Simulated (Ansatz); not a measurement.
Input for Ansatz (development build ahead of 0.2.0):

```yaml
crystal:
  periodic: [false, false, false]
  atoms:
    - { symbol: Si, position_ang: [0.0, 0.0, -0.94521] }
    - { symbol: S, position_ang: [0.0, 0.0, 0.94521] }
basis:
  gaussian: { orbitals: "6-31G" }
hamiltonian:
  xc: hf
correlation:
  method: ccsd_t
  frozen_orbitals: { S: 5, Si: 5 }
```

The input is written out in the form of the current development build from the run's settings.

Results

```json
{
 "Converged": "yes",
 "Reference energy": "-686.37410 hartree",
 "Correlation energy": "-0.11776 hartree",
 "Total energy": "-686.49185 hartree"
}
```
